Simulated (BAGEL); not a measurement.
**HF/def2-SVPD (density fitting with qzvpp-jkfit) run of C2H2ClS− (SMILES C=C([S-])Cl)**

What is the energy change on altering one bond length of C2H2ClS− at HF/def2-SVPD (density fitting with qzvpp-jkfit)? 

Program for the calculation: BAGEL 1.2.2.

5 further runs of the same task are left out: 3 that didn't finish, 2 set aside as unsound or not needed.

## Step 1: The system as given

C2H2ClS−: 6 atoms, total charge -1, spin state singlet. As SMILES, `C=C([S-])Cl`. The coordinates come from a GFN2-xTB relaxation.

Bond lengths: C1–C2 1.335 Å, C2–S3 1.669 Å, C2–Cl4 1.826 Å, C1–H5 1.077 Å, C1–H6 1.077 Å. Angles: C1–C2–S3 130.0°, C1–C2–Cl4 113.2°, S3–C2–Cl4 116.8°, C2–C1–H5 122.8°, C2–C1–H6 119.2°, H5–C1–H6 118.0°.

## Step 2: A single-point energy at HF/def2-SVPD (density fitting with qzvpp-jkfit)

calc.json reads:

```json
{ "bagel" : [

{
  "title" : "molecule",
  "basis" : "def2-svpd.json",
  "df_basis" : "qzvpp-jkfit",
  "angstrom" : true,
  "geometry" : [
    { "atom" : "C", "xyz" : [       0.515470,       0.339700,       0.483010 ] },
    { "atom" : "C", "xyz" : [      -0.399320,      -0.143860,      -0.361180 ] },
    { "atom" : "S", "xyz" : [      -1.551120,       0.653900,      -1.267540 ] },
    { "atom" : "Cl", "xyz" : [      -0.344150,      -1.962160,      -0.515460 ] },
    { "atom" : "H", "xyz" : [       1.209740,      -0.290050,       1.013760 ] },
    { "atom" : "H", "xyz" : [       0.569380,       1.402470,       0.647410 ] }
  ]
},

{ "title" : "hf", "charge" : -1 },

{ "title" : "print", "file" : "orbitals.molden", "orbitals" : true }

]}
```

The basis set def2-SVPD is read from a file made from the Basis Set Exchange's data (not shown).

Command:

```
$ BAGEL_NUM_THREADS=1 BAGEL calc.json > calc.out
```

Log:

```text
* using 1 threads per process

  ===============================================================
  ===============================================================

  *** Geometry ***

  { "atom" : "C", "xyz" : [      0.974097,      0.641940,      0.912757 ] },
  { "atom" : "C", "xyz" : [     -0.754605,     -0.271856,     -0.682531 ] },
  { "atom" : "S", "xyz" : [     -2.931192,      1.235692,     -2.395303 ] },
  { "atom" : "Cl", "xyz" : [     -0.650349,     -3.707945,     -0.974078 ] },
  { "atom" : "H", "xyz" : [      2.286077,     -0.548115,      1.915729 ] },
  { "atom" : "H", "xyz" : [      1.075972,      2.650284,      1.223428 ] },

  Number of auxiliary basis functions:      442

  Since a DF basis is specified, we compute 2- and 3-index integrals:
    o Being stored without compression. Storage requirement is 0.043 GB

  Number of basis functions:      110
  Number of electrons      :       47

    * METHOD: MOLECULE                             0.16

  *** RHF ***

  === Nuclear Repulsion ===
   181.6737458865

      * DIIS with orbital gradients will be used.

  === RHF iteration (def2-svpd.json) ===
      0       -933.49408227          0.01148313           0.06
      1       -933.60464813          0.00489944           0.06
      2       -933.61831794          0.00122660           0.06
      3       -933.61982594          0.00045489           0.06
      4       -933.62003029          0.00013963           0.06
      5       -933.62005847          0.00005937           0.06
      6       -933.62006428          0.00003311           0.06
      7       -933.62006575          0.00000607           0.06
      8       -933.62006581          0.00000230           0.06
      9       -933.62006582          0.00000125           0.06
     10       -933.62006582          0.00000044           0.06
     11       -933.62006582          0.00000022           0.06
     12       -933.62006582          0.00000009           0.06
     13       -933.62006582          0.00000003           0.06
     14       -933.62006582          0.00000001           0.06
     15       -933.62006582          0.00000001           0.06
    * SCF iteration converged.

    * Permanent dipole moment:
           (   -0.931955,     0.737211,    -0.723554) a.u.

    * METHOD: HF                                   1.07

    * METHOD: PRINT                                0.02

  ===============================================================
```

Wall time 1.5 s (1 thread of AMD EPYC 9R45 (Zen 5), shared host); peak memory 0.14 GiB.

## Step 3: The distorted shape, same level

job.json reads:

```json
{ "bagel": [

{
  "title": "molecule",
  "basis": "def2-svpd.json",
  "df_basis": "qzvpp-jkfit",
  "angstrom": true,
  "geometry": [
    { "atom": "C", "xyz": [    0.168304,    0.654603,    0.217612 ] },
    { "atom": "C", "xyz": [   -0.746486,    0.171043,   -0.626578 ] },
    { "atom": "S", "xyz": [   -1.898286,    0.968803,   -1.532938 ] },
    { "atom": "Cl", "xyz": [   -0.691316,   -1.647257,   -0.780858 ] },
    { "atom": "H", "xyz": [    1.209740,   -0.290050,    1.013760 ] },
    { "atom": "H", "xyz": [    0.222214,    1.717373,    0.382012 ] }
  ]
},
{ "title": "hf", "charge": -1 },
{ "title": "print", "file": "orbitals.molden", "orbitals": true }

]}
```

The basis set def2-SVPD is read from a file made from the Basis Set Exchange's data (not shown).

Command:

```
$ BAGEL_NUM_THREADS=1 BAGEL job.json > job.out
```

Log:

```text
* using 1 threads per process

  ===============================================================
  ===============================================================

  *** Geometry ***

  { "atom" : "C", "xyz" : [      0.318048,      1.237020,      0.411227 ] },
  { "atom" : "C", "xyz" : [     -1.410654,      0.323224,     -1.184061 ] },
  { "atom" : "S", "xyz" : [     -3.587241,      1.830772,     -2.896833 ] },
  { "atom" : "Cl", "xyz" : [     -1.306398,     -3.112865,     -1.475608 ] },
  { "atom" : "H", "xyz" : [      2.286077,     -0.548115,      1.915729 ] },
  { "atom" : "H", "xyz" : [      0.419924,      3.245365,      0.721898 ] },

  Number of auxiliary basis functions:      442

  Since a DF basis is specified, we compute 2- and 3-index integrals:
    o Being stored without compression. Storage requirement is 0.043 GB

  Number of basis functions:      110
  Number of electrons      :       47

    * METHOD: MOLECULE                             0.16

  *** RHF ***

  === Nuclear Repulsion ===
   179.8640693951

      * DIIS with orbital gradients will be used.

  === RHF iteration (def2-svpd.json) ===
      0       -933.39763653          0.01136848           0.06
      1       -933.51301803          0.00547782           0.06
      2       -933.53204387          0.00159508           0.06
      3       -933.53431143          0.00062621           0.06
      4       -933.53470455          0.00016190           0.06
      5       -933.53474302          0.00007344           0.06
      6       -933.53475011          0.00003238           0.06
      7       -933.53475200          0.00000838           0.06
      8       -933.53475210          0.00000421           0.06
      9       -933.53475213          0.00000187           0.06
     10       -933.53475213          0.00000096           0.06
     11       -933.53475213          0.00000037           0.06
     12       -933.53475213          0.00000014           0.06
     13       -933.53475213          0.00000006           0.06
     14       -933.53475213          0.00000002           0.06
     15       -933.53475213          0.00000001           0.06
    * SCF iteration converged.

    * Permanent dipole moment:
           (   -0.654205,     0.648267,    -0.493313) a.u.

    * METHOD: HF                                   1.11

    * METHOD: PRINT                                0.02

  ===============================================================
```

Run time: 1.5 s. Hardware: 1 thread of AMD EPYC 9R45 (Zen 5), shared host; peak memory 0.14 GiB.

## Step 4: What came out

Level: HF/def2-SVPD (density fitting with qzvpp-jkfit).

| quantity | value |
| --- | --- |
| first shape: total energy | -933.62007 Eh |
| first shape: HOMO energy | -2.89 eV |
| first shape: LUMO energy | 6.08 eV |
| first shape: HOMO–LUMO gap (to an unbound level, set by the basis) | 8.97 eV |
| distorted shape: total energy | -933.53475 Eh |
| distorted shape: HOMO energy | -3.15 eV |
| distorted shape: LUMO energy | 6.10 eV |
| distorted shape: HOMO–LUMO gap (to an unbound level, set by the basis) | 9.24 eV |
| energy change with the C1–H5 bond stretched from 1.077 to 1.616 Å | 2.322 eV |

What this shows: With the C1–H5 bond stretched from 1.077 to 1.616 Å the energy rises by 2.32 eV (54 kcal/mol). The first shape isn't relaxed at this level, so the change isn't measured from a minimum.
